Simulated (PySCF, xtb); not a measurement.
Dissociation curve of C2H6O, SMILES CCO. The C1–C5 bond (C1 also carries H, H, H; C5 carries H, H, O) is stretched with both fragments frozen at the PBE0/def2-TZVP optimised geometry.

Methods: RMP2/6-31G* = restricted MP2 (frozen core)/6-31G*, spherical d in PySCF; RKS-B3LYP/6-31G* = restricted B3LYP/6-31G*, spherical d run with PySCF 2.14.0; GFN1-xTB (xtb); UCCSD(T) = CCSD(T) on UHF/cc-pVDZ, 3 core orbitals frozen in PySCF.

Energies relative to the lowest point of each curve near equilibrium, in kcal/mol; the last columns give the difference from UCCSD(T):

```json
[
 {"R / Å": "1.21", "RMP2/6-31G*": "60.1", "RKS-B3LYP/6-31G*": "58.4", "GFN1-xTB": "59.8", "UCCSD(T)": "63.0", "RMP2/6-31G* − UCCSD(T)": "-2.8", "RKS-B3LYP/6-31G* − UCCSD(T)": "-4.5", "GFN1-xTB − UCCSD(T)": "-3.1"},
 {"R / Å": "1.30", "RMP2/6-31G*": "25.3", "RKS-B3LYP/6-31G*": "24.9", "GFN1-xTB": "25.3", "UCCSD(T)": "27.0", "RMP2/6-31G* − UCCSD(T)": "-1.8", "RKS-B3LYP/6-31G* − UCCSD(T)": "-2.2", "GFN1-xTB − UCCSD(T)": "-1.8"},
 {"R / Å": "1.37", "RMP2/6-31G*": "10.3", "RKS-B3LYP/6-31G*": "10.3", "GFN1-xTB": "10.4", "UCCSD(T)": "11.4", "RMP2/6-31G* − UCCSD(T)": "-1.1", "RKS-B3LYP/6-31G* − UCCSD(T)": "-1.0", "GFN1-xTB − UCCSD(T)": "-1.0"},
 {"R / Å": "1.43", "RMP2/6-31G*": "3.3", "RKS-B3LYP/6-31G*": "3.5", "GFN1-xTB": "3.4", "UCCSD(T)": "3.9", "RMP2/6-31G* − UCCSD(T)": "-0.6", "RKS-B3LYP/6-31G* − UCCSD(T)": "-0.4", "GFN1-xTB − UCCSD(T)": "-0.5"},
 {"R / Å": "1.46", "RMP2/6-31G*": "1.4", "RKS-B3LYP/6-31G*": "1.5", "GFN1-xTB": "1.5", "UCCSD(T)": "1.8", "RMP2/6-31G* − UCCSD(T)": "-0.4", "RKS-B3LYP/6-31G* − UCCSD(T)": "-0.2", "GFN1-xTB − UCCSD(T)": "-0.3"},
 {"R / Å": "1.51", "RMP2/6-31G*": "0.0", "RKS-B3LYP/6-31G*": "0.0", "GFN1-xTB": "0.0", "UCCSD(T)": "0.0", "RMP2/6-31G* − UCCSD(T)": "0.0", "RKS-B3LYP/6-31G* − UCCSD(T)": "0.0", "GFN1-xTB − UCCSD(T)": "0.0"},
 {"R / Å": "1.55", "RMP2/6-31G*": "0.2", "RKS-B3LYP/6-31G*": "0.0", "GFN1-xTB": "0.2", "UCCSD(T)": "0.0", "RMP2/6-31G* − UCCSD(T)": "0.2", "RKS-B3LYP/6-31G* − UCCSD(T)": "0.0", "GFN1-xTB − UCCSD(T)": "0.2"},
 {"R / Å": "1.59", "RMP2/6-31G*": "1.4", "RKS-B3LYP/6-31G*": "1.0", "GFN1-xTB": "1.3", "UCCSD(T)": "0.9", "RMP2/6-31G* − UCCSD(T)": "0.5", "RKS-B3LYP/6-31G* − UCCSD(T)": "0.1", "GFN1-xTB − UCCSD(T)": "0.3"},
 {"R / Å": "1.65", "RMP2/6-31G*": "4.6", "RKS-B3LYP/6-31G*": "3.7", "GFN1-xTB": "4.3", "UCCSD(T)": "3.7", "RMP2/6-31G* − UCCSD(T)": "0.9", "RKS-B3LYP/6-31G* − UCCSD(T)": "0.0", "GFN1-xTB − UCCSD(T)": "0.6"},
 {"R / Å": "1.77", "RMP2/6-31G*": "14.2", "RKS-B3LYP/6-31G*": "12.2", "GFN1-xTB": "13.8", "UCCSD(T)": "12.5", "RMP2/6-31G* − UCCSD(T)": "1.7", "RKS-B3LYP/6-31G* − UCCSD(T)": "-0.2", "GFN1-xTB − UCCSD(T)": "1.4"},
 {"R / Å": "1.87", "RMP2/6-31G*": "24.0", "RKS-B3LYP/6-31G*": "21.0", "GFN1-xTB": "23.8", "UCCSD(T)": "21.5", "RMP2/6-31G* − UCCSD(T)": "2.5", "RKS-B3LYP/6-31G* − UCCSD(T)": "-0.4", "GFN1-xTB − UCCSD(T)": "2.3"},
 {"R / Å": "2.06", "RMP2/6-31G*": "43.7", "RKS-B3LYP/6-31G*": "39.0", "GFN1-xTB": "44.3", "UCCSD(T)": "39.4", "RMP2/6-31G* − UCCSD(T)": "4.3", "RKS-B3LYP/6-31G* − UCCSD(T)": "-0.4", "GFN1-xTB − UCCSD(T)": "4.9"},
 {"R / Å": "2.29", "RMP2/6-31G*": "66.2", "RKS-B3LYP/6-31G*": "59.7", "GFN1-xTB": "68.2", "UCCSD(T)": "60.4", "RMP2/6-31G* − UCCSD(T)": "5.8", "RKS-B3LYP/6-31G* − UCCSD(T)": "-0.7", "GFN1-xTB − UCCSD(T)": "7.8"},
 {"R / Å": "2.49", "RMP2/6-31G*": "83.0", "RKS-B3LYP/6-31G*": "75.5", "GFN1-xTB": "85.8", "UCCSD(T)": "76.0", "RMP2/6-31G* − UCCSD(T)": "6.9", "RKS-B3LYP/6-31G* − UCCSD(T)": "-0.5", "GFN1-xTB − UCCSD(T)": "9.7"},
 {"R / Å": "2.71", "RMP2/6-31G*": "98.1", "RKS-B3LYP/6-31G*": "90.2", "GFN1-xTB": "100.8", "UCCSD(T)": "89.1", "RMP2/6-31G* − UCCSD(T)": "8.9", "RKS-B3LYP/6-31G* − UCCSD(T)": "1.1", "GFN1-xTB − UCCSD(T)": "11.7"},
 {"R / Å": "3.05", "RMP2/6-31G*": "114.7", "RKS-B3LYP/6-31G*": "108.0", "GFN1-xTB": "116.2", "UCCSD(T)": "99.0", "RMP2/6-31G* − UCCSD(T)": "15.7", "RKS-B3LYP/6-31G* − UCCSD(T)": "9.0", "GFN1-xTB − UCCSD(T)": "17.2"},
 {"R / Å": "3.30", "RMP2/6-31G*": "122.3", "RKS-B3LYP/6-31G*": "118.0", "GFN1-xTB": "122.8", "UCCSD(T)": "101.5", "RMP2/6-31G* − UCCSD(T)": "20.8", "RKS-B3LYP/6-31G* − UCCSD(T)": "16.5", "GFN1-xTB − UCCSD(T)": "21.3"},
 {"R / Å": "3.74", "RMP2/6-31G*": "127.3", "RKS-B3LYP/6-31G*": "131.1", "GFN1-xTB": "128.5", "UCCSD(T)": "102.9", "RMP2/6-31G* − UCCSD(T)": "24.4", "RKS-B3LYP/6-31G* − UCCSD(T)": "28.1", "GFN1-xTB − UCCSD(T)": "25.6"},
 {"R / Å": "4.10", "RMP2/6-31G*": "124.6", "RKS-B3LYP/6-31G*": "138.6", "GFN1-xTB": "129.9", "UCCSD(T)": "103.3", "RMP2/6-31G* − UCCSD(T)": "21.3", "RKS-B3LYP/6-31G* − UCCSD(T)": "35.3", "GFN1-xTB − UCCSD(T)": "26.6"},
 {"R / Å": "4.58", "RMP2/6-31G*": "114.0", "RKS-B3LYP/6-31G*": "145.1", "GFN1-xTB": "130.3", "UCCSD(T)": "103.5", "RMP2/6-31G* − UCCSD(T)": "10.5", "RKS-B3LYP/6-31G* − UCCSD(T)": "41.6", "GFN1-xTB − UCCSD(T)": "26.8"},
 {"R / Å": "5.28", "RMP2/6-31G*": "91.9", "RKS-B3LYP/6-31G*": "149.7", "GFN1-xTB": "130.4", "UCCSD(T)": "103.6", "RMP2/6-31G* − UCCSD(T)": "-11.7", "RKS-B3LYP/6-31G* − UCCSD(T)": "46.1", "GFN1-xTB − UCCSD(T)": "26.8"}
]
```

RMP2/6-31G* is furthest from UCCSD(T) at 3.74 (24.4 kcal/mol, above); its mean absolute difference over the points is 6.8 kcal/mol.

RKS-B3LYP/6-31G* is furthest from UCCSD(T) at 5.28 (46.1 kcal/mol, above); its mean absolute difference over the points is 9.0 kcal/mol.

GFN1-xTB is furthest from UCCSD(T) at 5.28 (26.8 kcal/mol, above); its mean absolute difference over the points is 9.0 kcal/mol.

The restricted form behind RMP2/6-31G*, RKS-B3LYP/6-31G* keeps the bonding electrons paired and can't separate into open-shell fragments. The unrestricted determinant behind UCCSD(T) is spin-contaminated at 2.29 to 5.28 Å (<S²> up to 1.0, against 0.00 for a pure singlet).
